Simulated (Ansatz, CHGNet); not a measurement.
For zinc-blende GaAs, the machine-learned potential CHGNet 0.3.0 (trained on PBE and PBE+U data) gives:

| Quantity | Result |
|---|---|
| lattice constant a | 5.742 Å |
| zone-centre TO phonon frequency | 53 cm⁻¹ |
| elastic constant C11 | 24.3 GPa |
| elastic constant C44 | 8.50 GPa |
| polycrystal shear modulus | 7.61 GPa |

Problem. What does Hartree–Fock (PAW; Ansatz, a quantum-chemistry and plane-wave program) give for the same quantities?

Solution. 
- lattice constant a: 5.755 Å (grows by 0.2 %)
- zone-centre TO phonon frequency: 276 cm⁻¹ (grows by 420 %)
- elastic constant C11: 136 GPa (rises by 460 %)
- elastic constant C44: 71.5 GPa (goes up by 740 %)
- Voigt–Reuss–Hill shear modulus: 58.0 GPa (goes up by 660 %)

For comparison: lattice constant a 5.64 Å (measured, static lattice: zero-point anharmonic expansion removed; as tabulated in Mejia-Rodriguez and Trickey (2018), arXiv:1807.09216); zone-centre TO phonon frequency 271 cm⁻¹ (measured, temperature not stated, no zero-point or thermal correction, our sources range from 268 to 271; as tabulated in Han and Bester (2011), arXiv:1107.0196); elastic constant C11 119 GPa (measured, temperature not stated, not corrected to a static lattice; as tabulated in Bastos et al. (2018), arXiv:1801.07526); elastic constant C44 60 GPa (measured, temperature not stated, not corrected to a static lattice; as tabulated in Råsander and Moram (2015), arXiv:1505.02379).

Changes are worked out from the printed values.

Unless a cell is named, each level is at its own relaxed cell (CHGNet 0.3.0 23.67, Hartree–Fock 23.82 Å³/atom).

Ansatz's density-functional and Hartree–Fock values are scalar-relativistic unless marked +SOC, with PAW data made under PBE.
